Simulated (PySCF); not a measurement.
chloroform (CHCl3), SMILES ClC(Cl)Cl.

Coordinates come from a TPSSh-D3(BJ)/def2-SVP optimisation.

The numbers are results of TDDFT-LC-ωPBE/def2-SVPD (PySCF), not measurements.

Vertical excitations; the highest root listed may be one member of a degenerate set. Isolated molecule, no solvent. State labels are in the subgroup Cs.

| state | symmetry | energy (eV) | λ (nm) | f | main pairs |
|---|---|---|---|---|---|
| S1 | A" | 6.83 | 182 | 0.000 | HOMO→LUMO 81 % |
| S2 | A' | 7.13 | 174 | 0.000 | HOMO−1→LUMO 74 % |
| S3 | A' | 7.22 | 172 | 0.009 | HOMO−3→LUMO, HOMO−1→LUMO+1 (degenerate set) |
| S4 | A" | 7.22 | 172 | 0.009 | HOMO−2→LUMO, HOMO−1→LUMO+2 (degenerate set) |
| S5 | A" | 7.61 | 163 | 0.007 | HOMO−4→LUMO, HOMO→LUMO+1, HOMO→LUMO+5, HOMO−3→LUMO+2 (degenerate set) |
| S6 | A' | 7.61 | 163 | 0.007 | HOMO−5→LUMO, HOMO→LUMO+2, HOMO→LUMO+4, HOMO−2→LUMO+2 (degenerate set) |
| S7 | A' | 8.75 | 142 | 0.003 | HOMO→LUMO+2, HOMO−1→LUMO+1, HOMO−3→LUMO, HOMO−5→LUMO (degenerate set) |
| S8 | A" | 8.75 | 142 | 0.003 | HOMO→LUMO+1, HOMO−1→LUMO+2, HOMO−2→LUMO, HOMO−4→LUMO (degenerate set) |
| S9 | A' | 8.86 | 140 | 0.008 | HOMO−2→LUMO+2 31 %, HOMO−3→LUMO+1 31 %, HOMO−1→LUMO 16 %, HOMO−2→LUMO+4 5 % |
| S10 | A" | 9.01 | 138 | 0.000 | HOMO−2→LUMO+1 33 %, HOMO−3→LUMO+2 33 %, HOMO−2→LUMO+5 8 %, HOMO−3→LUMO+4 8 % |
| T1 | A" | 6.07 | 204 | 0 | HOMO→LUMO 72 % |
| T2 | A" | 6.34 | 196 | 0 | HOMO−2→LUMO (degenerate set) |
| T3 | A' | 6.34 | 196 | 0 | HOMO−3→LUMO (degenerate set) |
| T4 | A' | 6.36 | 195 | 0 | HOMO−1→LUMO 66 % |
Triplets are in the Tamm–Dancoff approximation, which puts them higher than full response would, so one can lie above its singlet here.
